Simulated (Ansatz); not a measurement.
## doublet CHS: levels of theory in one basis

```xyz
3

H     0.0000    0.0906   -1.2410
C     0.0000   -0.3865   -0.1513
S     0.0000    0.2959    1.3923
```

Basis set: def2-SVP (spherical functions). Correlated methods keep 6 orbitals frozen. Correlation on ROHF uses semicanonical orbitals with singles. Charge 0, multiplicity 2.

Computed with Ansatz (development build ahead of 0.2.0); each method stands on the lowest determinant of its kind that the runs found.

```tsv
method	E − E(ROHF) (eV)	<S²> of the determinant
ROHF	0.00	0.75
UHF	-0.48	1.29
UHF-MP2	-6.20	1.29
ROHF-CCSD(T)	-7.89	–
UHF-CCSD(T)	-7.84	1.29
```

Problem. What does ROHF-MP2 give on the same scale?

Solution. -6.88 eV.

Caution for UHF, UHF-MP2, UHF-CCSD(T): the unrestricted determinant is spin contaminated. Caution for UHF-CCSD(T): another reference gives a lower total.
